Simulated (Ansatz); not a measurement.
A geometry optimisation of CH7Si2+ with B3LYP-D3(BJ)/def2-SVP

The starting geometry of this gas-phase singlet was optimised with GFN2-xTB; its bonds are those of `[SiH2+]C[SiH3]`.

```yaml
atoms:
  - { symbol: C, position_ang: [-0.5408, 0.5371, -0.4088] }
  - { symbol: Si, position_ang: [-0.7807, -0.3139, 1.2096] }
  - { symbol: Si, position_ang: [-0.3235, -0.6338, -2.0233] }
  - { symbol: H, position_ang: [-1.3873, 1.1948, -0.6235] }
  - { symbol: H, position_ang: [0.3460, 1.1758, -0.3743] }
  - { symbol: H, position_ang: [0.3317, -0.6837, 2.0745] }
  - { symbol: H, position_ang: [-2.0916, -0.7280, 1.6923] }
  - { symbol: H, position_ang: [0.9677, -0.2669, -2.5887] }
  - { symbol: H, position_ang: [-1.4668, -0.3279, -2.8725] }
  - { symbol: H, position_ang: [-0.3520, -1.9983, -1.4974] }
```

Problem. Predict what it relaxes into with B3LYP-D3(BJ)/def2-SVP.

Solution. New bonds form, giving a structure with H10 bridging Si3 and Si2, given below by its coordinates. Distances that change by over a tenth: Si3–H10 (1.46 → 1.69 Å). Contacts that close: Si2–Si3 (3.28 → 2.53 Å), Si2–H10 (3.22 → 1.69 Å).

The energy falls by 0.53 eV over 12 steps:

| step | E − E(last) (eV) |
| --- | --- |
| 1 | 0.527 |
| 2 | 0.440 |
| 3 | 0.419 |
| 5 | 0.378 |
| 6 | 0.330 |
| 7 | 0.234 |
| 8 | 0.088 |
| 10 | 0.002 |
| 11 | 0.000 |
| 12 | 0.000 |

Final geometry (Å):

```xyz
10

C    -0.5439    0.8953   -0.4528
Si   -0.6955   -0.5845    0.6846
Si   -0.3568   -0.3794   -1.8117
H    -1.4484    1.5165   -0.5244
H     0.3445    1.5199   -0.2809
H     0.4895   -1.0028    1.4574
H    -2.0421   -1.0085    1.1124
H     0.9991   -0.6941   -2.3003
H    -1.5328   -0.6999   -2.6427
H    -0.5108   -1.6072   -0.6539
```

Frequencies at the end are all real (lowest 242 cm⁻¹). Run with Ansatz 0.2.0, 50 s on 2 threads of AMD EPYC (Zen 3) (shared host).
